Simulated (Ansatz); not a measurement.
The input, for Ansatz 0.2.0:

```yaml
crystal:
  periodic: [false, false, false]
  atoms:
    - {symbol: B, position_ang: [0.000000, 0.000000, 0.000000]}
    - {symbol: H, position_ang: [0.414685, 0.812495, 0.810653]}
    - {symbol: H, position_ang: [-0.424327, -0.807694, 0.810461]}
    - {symbol: H, position_ang: [-0.412812, 0.808646, -0.815443]}
    - {symbol: H, position_ang: [0.422454, -0.813448, -0.805671]}
basis:
  gaussian: {orbitals: def2-SVP}
magnetization: {spin_polarized: false, initial_magnetization: 1}
hamiltonian: {xc: pbe0}
correlation: {method: sc_nevpt2, electrons: outside_noble_gas, active_space: {window: {electrons: 3, orbitals: 3}}}
```

```sh
$ ansatz run in.yaml --threads 1 --pin off --events-out ev --progress --plain --max-ram 2393MiB
```

Question: How does this run end?

Answer: Refused. The input was made wrong on purpose (active space on a functional), so the run isn't a sound calculation of what was asked.
```
Error: invalid value for `correlation.active_space`: it starts from restricted Hartree–Fock orbitals; set hamiltonian.xc: hf without magnetization.spin_polarized
```
